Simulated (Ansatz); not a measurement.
# C2H4O2 (methyl formate): the vertical energy of the triplet above the singlet from total energies

The species is C2H4O2 (8 atoms), meant as a singlet with charge 0. SMILES: `COC=O`. Geometry: relaxed at PBE0-D4/def2-TZVP. This is one conformer, not always the lowest.

Both states at this one shape; open shells run unrestricted unless said. 1 Eh = 27.2114 eV.

| level | program | singlet C2H4O2 (Eh) | triplet C2H4O2 (Eh) |
| --- | --- | --- | --- |
| HF/3-21G | Ansatz | -226.512261 | -226.354128 |
| PBE0/6-311+G** | Ansatz | -228.877133 | -228.682098 |
| wB97X/6-311+G** | Ansatz | -229.074077 | -228.873572 |

**Question.** Work out the vertical gap, second state less first, at each level.

**Answer.** 
1. HF/3-21G: -226.354128 − (-226.512261) = 0.158133 Eh = 4.30 eV.
2. PBE0/6-311+G**: -228.682098 − (-228.877133) = 0.195035 Eh = 5.31 eV.
3. wB97X/6-311+G**: -228.873572 − (-229.074077) = 0.200505 Eh = 5.46 eV.

No measured value is set beside it here; the levels span 4.30 to 5.46 eV. Hartree–Fock favours the state with fewer electron pairs, since it lacks pair correlation.
